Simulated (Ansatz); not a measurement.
The same path of AlH6NS (9 atoms, charge 0, multiplicity 1) was run twice with different band settings. Lost on the way: S7–H9. Made: N2–H9.

These are results of RKS PBE0/def2-SVP in Ansatz 0.2.0, not measurements.

Relaxed end points:

```xyz
9
Properties=species:S:1:pos:R:3
Al -0.017 0.129 0.243
N -0.018 -0.043 2.074
H -0.812 -0.445 2.566
H 0.827 -0.292 2.581
H 1.410 0.072 -0.459
H -1.396 -0.201 -0.486
S -0.281 2.713 0.663
H -1.632 2.684 0.671
H -0.191 1.900 1.794
```

```xyz
9
Properties=species:S:1:pos:R:3
Al -0.106 0.565 0.120
N 0.004 0.151 2.155
H -0.766 -0.419 2.507
H 0.879 -0.294 2.433
H 1.347 0.094 -0.347
H -1.427 -0.237 -0.291
S -0.323 2.800 0.248
H -1.673 2.792 0.208
H -0.046 1.065 2.614
```

Common settings: spring 5.0 eV/Å²; optimiser quadratic models (default); start path through a guess of the saddle point; force threshold 0.05 eV/Å; end points relaxed.

| run | movable images | climbing image | iteration limit |
| --- | --- | --- | --- |
| 1 | 7 | yes | 55 |
| 2 | 6 | no | 60 |

Question: What does each run give, and how far can it be trusted?

Answer: Run 1: converged after 14 iterations, highest image 0.000 eV above the first end. The highest image is an end point: on this band no image between the ends rises above it.
Run 2: converged after 7 iterations, highest image 0.000 eV above the first end. The highest image is an end point: on this band no image between the ends rises above it.
The orbitals stay closed-shell, which can raise the energy where a bond breaks towards radicals; this wasn't checked here.
